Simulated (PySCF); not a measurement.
formic acid (CH2O2), SMILES O=CO. Atoms are numbered in the order given.

```xyz
5

O     -0.0900     1.1107     0.0000
C      0.3966    -0.1327     0.0000
O     -0.2622    -1.1287     0.0000
H     -1.0567     1.0414     0.0000
H      1.4952    -0.1014     0.0000
```
Charge 0, spin multiplicity 1.

Geometry: PBE0-D3(BJ)/def2-TZVP. Other conformers were not sampled.

Level of theory: PySCF 2.14.0 with TDA-ωB97X/def2-SVPD.

Vertical excitations.  State labels are in the subgroup Cs.

Computed excitation energies, oscillator strengths and character:
```csv
state,symmetry,energy (eV),λ (nm),f,main pairs
S1,A",5.97,208,0.001,HOMO→LUMO 98 %
S2,A',8.50,146,0.039,"HOMO→LUMO+1 63 %, HOMO−1→LUMO 28 %"
S3,A',9.26,134,0.161,"HOMO→LUMO+2 52 %, HOMO−1→LUMO 20 %, HOMO→LUMO+1 13 %"
S4,A",9.29,134,0.003,HOMO−1→LUMO+1 89 %
S5,A',9.44,131,0.183,"HOMO→LUMO+2 42 %, HOMO−1→LUMO 36 %, HOMO→LUMO+1 12 %"
S6,A",9.60,129,0.000,HOMO−2→LUMO 97 %
S7,A",10.52,118,0.010,HOMO→LUMO+4 81 %
S8,A",10.57,117,0.010,HOMO−1→LUMO+2 82 %
S9,A',10.63,117,0.128,HOMO→LUMO+3 68 %
S10,A',11.41,109,0.038,"HOMO→LUMO+7 43 %, HOMO→LUMO+5 23 %, HOMO−2→LUMO+1 18 %"
T1,A",5.45,228,0,HOMO→LUMO 98 %
T2,A',6.29,197,0,HOMO−1→LUMO 93 %
T3,A',8.44,147,0,HOMO→LUMO+1 90 %
T4,A",8.90,139,0,HOMO−2→LUMO 92 %
```
Triplets are in the Tamm–Dancoff approximation.
